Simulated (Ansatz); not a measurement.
`F[SiH2]P` + NH₃ → `N[SiH2]P` + H–F  (ligand exchange at the Si–F bond)

Calculated with Ansatz (gas phase, PBE0-D4/def2-TZVP geometries, no zero-point term in ΔE). CCSD(T)/CBS adds triple-zeta CCSD(T) − MP2 to the extrapolated MP2 energy (def2 sets, frozen cores). This one scheme is used for every species. DFT in def2-TZVPP. HSE06 is defined as in plane-wave codes. Each species was taken in one conformer, which may not be the lowest.

`F[SiH2]P`:

Cartesian coordinates in Å:
```
F 0.346 -1.302 1.623
Si 0.409 -0.010 0.677
P -1.291 -0.114 -0.785
H 0.229 1.196 1.524
H 1.753 0.002 0.049
H -0.562 -0.893 -1.723
H -0.884 1.120 -1.365
```

NH₃:

Cartesian coordinates in Å:
```
N -0.054 0.185 -0.206
H 0.058 -0.756 -0.564
H 0.797 0.416 0.293
H -0.801 0.155 0.477
```

`N[SiH2]P`:

```xyz
9

N    -0.110   -1.570    0.010
Si   -0.464    0.066   -0.381
P     0.329    1.369    1.283
H     0.840   -1.894    0.084
H    -0.724   -2.304   -0.302
H    -1.945    0.186   -0.430
H     0.073    0.528   -1.696
H     1.683    1.077    0.953
H     0.318    2.542    0.479
```

H–F:

```xyz
2

F     0.204   -0.393    0.124
H    -0.204    0.393   -0.124
```

(1) Is it downhill or uphill in electronic energy at CCSD(T)/CBS, and by how much? (Estimate.)

(2) What do these levels give: LDA (SPW92), B97M-V, r2SCANh-D4, CAM-B3LYP-D4, ωB97M-V, B2PLYP, PBE, revPBE, PBE0, HSE06, CAM-B3LYP, RPA@PBE/def2-TZVPP? (Estimate.)

Largest T1 diagnostic among the species: 0.013.

## Answers

(1) The calculation gave: Uphill: ΔE = +20.2 kcal/mol.

(2) Ansatz gave: LDA (SPW92) 18.6, B97M-V 22.7, r2SCANh-D4 21.1, CAM-B3LYP-D4 21.6, ωB97M-V 20.9, B2PLYP 21.8, PBE 20.6, revPBE 21.1, PBE0 20.1, HSE06 20.0, CAM-B3LYP 22.4, RPA@PBE/def2-TZVPP 20.9 kcal/mol.

The D4 term adds −1.5 kcal/mol with B3LYP and −0.8 kcal/mol with PBE0; it sums over pairs of atoms, weighted by their polarisabilities, and B3LYP, whose exchange is more repulsive, gets the larger term. Leaving LDA and LC-ωPBE aside and taking each functional with its dispersion term where it has one, the values, not all of them listed here, spread over 3.9 kcal/mol, from revPBE-D4 to B97M-V. LDA lies −1.9 kcal/mol from PBE without D4. In def2-TZVPP, CCSD(T) changes the Hartree–Fock value by −3.2 kcal/mol (the triples alone add −0.4 kcal/mol) and MP2 by −3.8 kcal/mol.

B3LYP here is the variant with VWN-RPA as its local correlation; programs differ in this.
